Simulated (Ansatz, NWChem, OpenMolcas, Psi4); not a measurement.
A ladder of methods for BCl (SMILES [B]Cl)

The species is BCl (2 atoms), meant as a singlet with charge 0. As SMILES, `[B]Cl`. Geometry: relaxed at PBE0-D4/def2-TZVP.

```xyz
2

B     0.0000    0.0000   -0.0697
Cl    0.0000    0.0000    1.6482
```

Each level gives the vertical ionisation energy (to the doublet cation) (eV). The values are calculated.

| level | kind | program | value (eV) | less CCSD(T)/def2-TZVPPD | CPU time (all runs) |
| --- | --- | --- | --- | --- | --- |
| HF/def2-TZVPPD | Hartree–Fock | Ansatz | 9.00 | -1.10 | 2.6 s |
| SVWN5/def2-TZVPPD | LDA | Ansatz | 10.02 | -0.08 | 3.9 s |
| BLYP/def2-TZVPPD | GGA | Ansatz | 9.84 | -0.26 | 7.8 s |
| PBE/def2-TZVPPD | GGA | NWChem | 9.87 | -0.23 | 58 s |
| B3LYP/def2-TZVPPD | global hybrid | Psi4 | 10.06 | -0.04 | 35 s |
| wB97X-V/def2-TZVPPD | range-separated hybrid | Psi4 | 10.11 | +0.01 | 61 s |
| DSD-PBEP86/def2-TZVPPD (density fitting for correlation) | double hybrid | Psi4 | 9.96 | -0.14 | 25 s |
| MP3/def2-TZVPPD | perturbation theory | Psi4 | 10.05 | -0.05 | 35 s |
| CCSD(T)/def2-TZVPPD | coupled cluster or CI | Ansatz | 10.10 | 0.00 | 12 s |
| FCI/STO-3G, open shells restricted | full CI, core frozen | OpenMolcas | 7.47 | -2.63 | 4.1 s |

CCSD(T)/def2-TZVPPD is the highest level here, not the true value. The values span 7.47 to 10.11 eV. High-level rows in very small sets aren't better than simpler rows in larger ones. Times are those of the runs behind each value, whatever else they computed, on shared processors of several kinds: orders of magnitude only.
